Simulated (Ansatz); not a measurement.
**TlNi₂S₂ (I4/mmm)**

All numbers below come from DFT PBEsol, scalar-relativistic, plane waves, PAW (Ansatz).

Cutoff 420 eV; k points 14×14×14 on the computed 5-atom cell (Γ-centred); Gaussian smearing, width 0.10 eV; no spin polarisation.

The structure is relaxed at this level of theory with its symmetry kept. Whether it is the stable form of this composition wasn't checked.

```xyz
5
Lattice="-1.8556 1.8556 6.2917 1.8556 -1.8556 6.2917 1.8556 1.8556 -6.2917" Properties=species:S:1:pos:R:3 pbc="T T T"
Tl    0.0000    0.0000    0.0000
Ni    0.0000    1.8556    3.1459
Ni    1.8556    0.0000    3.1459
S     0.0000    0.0000    4.3575
S     0.0000    0.0000    8.2260
```

* Space group: I4/mmm (No. 139)
* Volume per atom: 17.33 Å³
* Formation energy from the elements' standard states (uncorrected): -0.374 eV/atom
* Kohn–Sham band gap: none (metal)
* Density of states at the Fermi level: 4.38 states/eV per cell
* Löwdin character within 0.5 eV of the Fermi level: Ni 3d 58 %, S 3p 31 %
* Bulk modulus: 56 GPa
* Its pressure derivative: 5.8
* Bader charges (e): Tl (1 in the cell) 0.54, Ni (2 in the cell) 0.40, S (2 in the cell) -0.67

Spin-orbit coupling is left out, which matters for the bands of heavy elements. Spin polarisation was left out, and a magnetic state may lie lower.

A ferromagnetic start lost its moments in a first run, so spin was left out; other magnetic orders weren't tried.

Cost: 6 runs of about 9.8 core-minutes in all, on Intel Xeon 6975P-C (Granite Rapids) (shared hosts).